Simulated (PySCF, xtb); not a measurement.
tetrafluoroethylene cation (C₂F₄), SMILES FC(F)=C(F)F (connectivity only; charge and spin as stated), charge +1, multiplicity 2.

Harmonic wavenumbers (cm⁻¹) from GFN2-xTB (xtb 6.7.1) at its own minimum, in rising order: 136, 168, 366, 384, 501, 525, 551, 790, 1200, 1390, 1414, 1538.

### Question
What does PBE0-D3(BJ)/def2-SVP in PySCF give at its own minimum? (The exact figures need the calculation; the answer reports its results.)

### Answer
144, 212, 414, 443, 546, 600, 618, 863, 1335, 1626, 1628, 1781. Paired by order, the mean absolute difference is 104 cm⁻¹ and the zero-point energies are 12.8 and 14.6 kcal/mol.
